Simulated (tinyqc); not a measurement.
Extended Hueckel theory, for LiH+, step by step. The parameters take no account of the charge, which enters only through the electron count. One step of it, computed by the program tinyqc.

Problem. Mulliken analysis. P = C n C^T; charge = valence electrons (H 1, Li 1) minus the sum of (P S)_ii on the atom; overlap population = 2 sum P_ij S_ij between two atoms.

coefficients:
```
              MO1        MO2       MO3        MO4        MO5
1Li 2s   0.183008   0.848899  0.000000   0.000000   0.631259
1Li 2px  0.000000   0.000000  0.998509  -0.054582   0.000000
1Li 2py  0.000000   0.000000  0.054582   0.998509   0.000000
1Li 2pz  0.162028  -0.525663  0.000000   0.000000   0.997434
2H 1s    0.845958  -0.103963  0.000000   0.000000  -0.850649
```

occupations: 1.000000  0.000000  0.000000  0.000000  0.000000

overlap S, lower triangle:
```
           1Li 2s   1Li 2px   1Li 2py   1Li 2pz     2H 1s
1Li 2s   1.000000
1Li 2px  0.000000  1.000000
1Li 2py  0.000000  0.000000  1.000000
1Li 2pz  0.000000  0.000000  0.000000  1.000000
2H 1s    0.324412  0.000000  0.000000  0.452912  1.000000
```

Give: charges; Overlap populations.

Solution.

charges: 1Li 0.8280, 2H 0.1720

Overlap populations:
```
pair     value
2-1   0.224609
```
